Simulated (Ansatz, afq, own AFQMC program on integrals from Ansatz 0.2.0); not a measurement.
BGeH3, singlet in cc-pVDZ along one coordinate

```xyz
5

Ge   -0.0288    0.0000    0.2536
B     0.1335    0.0000   -1.6270
H     0.4143    1.2770    0.9714
H     0.4143   -1.2770    0.9714
H    -0.1832    0.0000   -2.7670
```

The Ge1–B2 distance is changed with both sides rigid. Energies in kcal/mol count from this geometry (1.887 Å) at the same level; the start stands on RHF, each point on the determinant named.

Basis cc-pVDZ. Noble-gas cores (and the filled d shells of Ga–Kr and In–Xe) are frozen. Integrals, coupled cluster, full CI and functionals: Ansatz 0.2.0; the random walks run on the same integrals in our own AFQMC program. The CISD trial takes its coefficients from CCSD amplitudes. Released means that phaseless walkers are propagated on without the constraint, phases kept. Uncertainties: one standard error, sampling alone. No spin–orbit coupling.

Cautions, each for one point or more: higher spins were not checked; inner d shell frozen; no relativity below Rb; no spin-orbit coupling; released walk and highest rung disagree; restricted determinant unstable towards unrestricted; strong correlation.

```
r(Ge1–B2) / Å  det.     T1  weight  CCSD(T)  ph-AFQMC/CISD  released AFQMC  CCSDT(Q)  wB97M-V   MP2
        1.735   RHF  0.019    0.86     11.4     11.5 ± 0.5               –      11.5      7.1  10.4
        2.099   RHF  0.025    0.84      4.4      4.6 ± 0.5      5.4 ± 0.5*       4.2      9.1   6.2
        2.542  RHF¶  0.056    0.78     37.5     38.0 ± 0.6               –      36.4    45.1§  45.9
        3.472   RHF  0.015    0.84     69.6     69.4 ± 0.5     70.0 ± 0.5*      69.8     73.2  75.7
        5.080   RHF  0.013    0.84     68.1     67.5 ± 0.5     68.5 ± 0.6*      68.5     73.5  74.6
```

Weight is that of the determinant in the CISD state; at the start T1 is 0.019 and the weight 0.86. ¶ marks points with a poor determinant and no full CI, where no value is sure; they don't count among the departures. An asterisk marks released energies that aren't shown to be converged. A dash marks a missing value, a released energy that hasn't settled or a functional that sits on another state. § marks a functional whose ⟨S²⟩ is too high by over 0.1. Largest departures from CCSDT(Q), at the points where its series has closed: CCSD(T) -0.5 kcal/mol at 5.080 (on RHF), ph-AFQMC/CISD -1.0 kcal/mol at 5.080 (on RHF) (within the noise), wB97M-V 5.0 kcal/mol at 5.080, MP2 6.0 kcal/mol at 5.080 (on RHF). Functionals count only at points shown to share the start's state and spin. In this small basis the wave-function levels are far from their limit, so their gap to the functionals isn't the functionals' error.

Some points may be missing: those where a free walk finds a much lower state, and past Zn most of those on another determinant than at the start.

A walk keeps the symmetry of its determinant, which the program's search chose and which needn't be the lowest solution, so a lower state of the same spin and another symmetry isn't excluded.
